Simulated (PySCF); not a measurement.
## BH⁻: from constants to spectrum

UHF-CCSD(T) constants of BH⁻, ²Π (doublet), unpaired electrons π ↑ (basis B def2-TZVPPD, H def2-TZVPPD; no relativity; PySCF 2.14; masses 11.0093 and 1.0078 u):

```
ωe              : 2119.4 cm⁻¹
ωexe            : 66.0 cm⁻¹
Be              : 11.547 cm⁻¹
αe              : 0.541 cm⁻¹
D (centrifugal) : 0.00137 cm⁻¹
```

(1) Give the vibrational terms G(v) and spacings up to v = 4.

Correlated steps freeze 1 core orbital. The state is the lowest determinant that a PBE0 search found; another state may lie lower at other levels.

Results:

(1) G(v) = ωe(v+½) − ωexe(v+½)².

| v | G(v) (cm⁻¹) | G(v) − G(v−1) | Bv (cm⁻¹) |
| --- | --- | --- | --- |
| 0 | 1043 |  | 11.28 |
| 1 | 3031 | 1987 | 10.74 |
| 2 | 4886 | 1855 | 10.19 |
| 3 | 6609 | 1723 | 9.65 |
| 4 | 8201 | 1591 | 9.11 |
